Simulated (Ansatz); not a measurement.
in.yaml

```yaml
crystal:
  periodic: [false, false, false]
  atoms:
    - {symbol: H, position_ang: [0.000000, 0.000000, -1.194000]}
    - {symbol: H, position_ang: [0.000000, 0.000000, -0.360000]}
    - {symbol: S, position_ang: [0.000000, 0.000000, 1.554000]}
basis:
  gaussian: {orbitals: 6-31G}
magnetization: {spin_polarized: false, initial_magnetization: 2}
correlation: {method: ccsdtq, electrons: outside_noble_gas}
```

```sh
$ ansatz run in.yaml --threads 1 --pin off --events-out ev --progress --plain --max-ram 2393MiB
```

Question: Roughly how long does this take on 1 thread of Arm Neoverse V1, shared host, and how much host memory?

Answer: 12 s wall and 0.2 GiB.

```
323 factors; integrals over basis functions are off by at most 6.3e-8 eV
mean field evaluation 1: about -10845.0776 eV, gradient 6.4e0 eV
mean field evaluation 2: about -10845.0777 eV, gradient 6.4e0 eV
mean field evaluation 4: about -10845.6573 eV, gradient 5.2e-1 eV
mean field evaluation 8: about -10845.6622 eV, gradient 2.8e-4 eV
mean field evaluation 16: about -10845.6010 eV, gradient 3.1e0 eV
mean field evaluation 32: about -10845.3580 eV, gradient 3.0e-1 eV
mean field evaluation 64: about -10845.6622 eV, gradient 3.3e-3 eV
mean field evaluation 96: about -10845.6622 eV, gradient 5.1e-3 eV
mean field -10845.66223524 eV, -398.5707356911 hartree, gradient 2.2e-6 eV, S^2 2.000000; 9 other end points of the search recorded, 0 dependent functions left out
mean field evaluation 128: about -10845.7201 eV, gradient 4.7e-2 eV
determinant -10845.66223524 eV, -398.5707356911 hartree, with singles and doubles -10847.13517618 eV, -398.6248652722 hartree
determinant -10845.32955485 eV, -398.5585099122 hartree, with singles and doubles -10846.69822219 eV, -398.6088075092 hartree
determinant -10845.66223524 eV, -398.5707356911 hartree, with singles and doubles -10847.13518425 eV, -398.6248655690 hartree
determinant -10845.32955485 eV, -398.5585099122 hartree, with singles and doubles -10846.69813362 eV, -398.6088042544 hartree
5 core orbitals not correlated: weight in the atoms' cores, before any rotation towards them, 1.000 or more for the frozen orbitals, at most 0.000 for the correlated occupied ones
reference -10845.66223524 eV, -398.5707356911 hartree; 5, 3 occupied and 7, 9 virtual orbitals, 323 factors
second order -1.04826763 eV of doubles, -0.02180927 eV of singles
cycle   1  -1.33530092 eV  change   -2.6e-1 eV  update   4.3e-2
cycle   2  -1.47612531 eV  change   -1.4e-1 eV  update   1.8e-2
cycle   3  -1.48239713 eV  change   -6.3e-3 eV  update   6.0e-3
cycle   4  -1.48464305 eV  change   -2.2e-3 eV  update   2.7e-3
cycle   5  -1.48490315 eV  change   -2.6e-4 eV  update   1.0e-3
cycle   6  -1.48471582 eV  change    1.9e-4 eV  update   2.8e-4
cycle   7  -1.48480820 eV  change   -9.2e-5 eV  update   1.2e-4
cycle   8  -1.48484290 eV  change   -3.5e-5 eV  update   4.6e-5
cycle   9  -1.48482583 eV  change    1.7e-5 eV  update   1.5e-5
cycle  10  -1.48482685 eV  change   -1.0e-6 eV  update   7.4e-6
cycle  11  -1.48482615 eV  change    7.0e-7 eV  update   4.0e-6
cycle  12  -1.48482692 eV  change   -7.7e-7 eV  update   2.0e-6
cycle  13  -1.48482680 eV  change    1.3e-7 eV  update   9.6e-7
Total energy: -10847.14706204 eV, -398.6253020695 hartree
```

For the same geometry and basis full CI lies 0.1 meV lower.
